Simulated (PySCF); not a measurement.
# Si: ionisation energy

Si [Ne] 3s2 3p2 (3P) → Si⁺ [Ne] 3s2 3p1 (2P), as a difference of total energies. Calculation: PySCF 2.14, in 6-31G*; the non-relativistic Hamiltonian (point nucleus). Correlated levels: valence: [Ne] frozen. The calculations carry no spin-orbit coupling.

```tsv
method	ionisation energy (eV)
UHF	7.633
r2SCAN	8.316
PBE	8.191
MP2 (valence)	7.789
SCS-MP2 (valence)	7.727
CCSD (valence)	7.770
CCSD(T) (valence)	7.777
```

Errors of the correlated levels include the incompleteness of this basis and the frozen core.

**Question.** Which method comes closest to the reference value, and which is furthest?

**Answer.** The reference is 8.157 eV (measured; NIST levels, between the centres of gravity of the two terms). Closest: PBE (error 0.034 eV); furthest: UHF (error -0.524 eV).
